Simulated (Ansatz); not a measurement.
# SiP− (singlet): the correlation ladder, aug-cc-pVDZ

One table from this session's results is given with a row withheld; the runs are named, their logs left out.

Program: Ansatz 0.2.0, Gaussian basis. Level of theory: aug-cc-pVDZ, core rule «outside noble gas», up to 10 orbitals frozen. These are calculated values, not measurements.

Plan: UHF; CCSD(T) on RHF; CCSD(T) on UHF; BCCD(T) on RHF; CISD; CCSDT(Q) on RHF; CCSDT(Q) on UHF; CCSDTQ on RHF; CASSCF and MRCISD+Q, 10 electrons in 8 orbitals; CASSCF and NEVPT4(SD), 10 electrons in 8 orbitals; CASSCF and NEVPT2, 10 electrons in 8 orbitals.

4 further runs of the same task are left out: 4 set aside as unsound or not needed.

**The geometry**

The geometry is a PBE0/def2-TZVPD stationary point (not a proven minimum).

2 atoms, charge -1, spin multiplicity 1.

Atoms are counted from 1 here; the program's logs count them from 0.

Bond lengths: Si1–P2 1.999 Å.

The first run:

in.yaml

```yaml
crystal:
  periodic: [false, false, false]
  atoms:
    - {symbol: Si, position_ang: [0.000000, 0.000000, 0.000000]}
    - {symbol: P, position_ang: [0.000000, 0.000000, 1.999000]}
basis:
  gaussian: {orbitals: aug-cc-pVDZ}
total_charge: -1
magnetization: {spin_polarized: true, initial_magnetization: 0}
hamiltonian: {xc: hf}
output: {orbitals: {seedname: orbitals}}
```

Started as:

```bash
ansatz run in.yaml --threads 1 --pin off --events-out ev --progress --plain --max-ram 4096MiB --backend cpu
```

Among the steps run: UHF; CCSD(T) on RHF; CCSD(T) on UHF; BCCD(T) on RHF; CISD; CCSDT(Q) on RHF; CCSDT(Q) on UHF; CCSDTQ on RHF; CASSCF and MRCISD+Q, 10 electrons in 8 orbitals; CASSCF and NEVPT4(SD), 10 electrons in 8 orbitals; CASSCF and NEVPT2, 10 electrons in 8 orbitals.

One of the session's tables, all rows but one given; the rest of the session is left out.

It belongs to the step «Misses and costs». 

| method | from RCCSDTQ (meV) |
| --- | --- |
| RHF | +6933.9 |
| UHF | +6875.0 |
| RMP2 | +947.5 |
| CISD | +1141.4 |
| RCCSD | +490.3 |
| RCCSD(T) | +60.9 |
| BCCD(T) | +60.0 |
| RCCSDT | +45.1 |
| RCCSDT(Q) | ? |
| RCCSDTQ | 0 |
| CASSCF valence | +4899.6 |
| NEVPT2 valence | +1150.0 |
| NEVPT4(SD) valence | +143.4 |
| MRCISD valence | +523.5 |
| MRCISD+Q valence | +43.3 |

**Question.** Estimate the row for RCCSDT(Q).

As computed: from RCCSDTQ (meV): -3.6. In the column «from RCCSDTQ (meV)» it is the lowest.
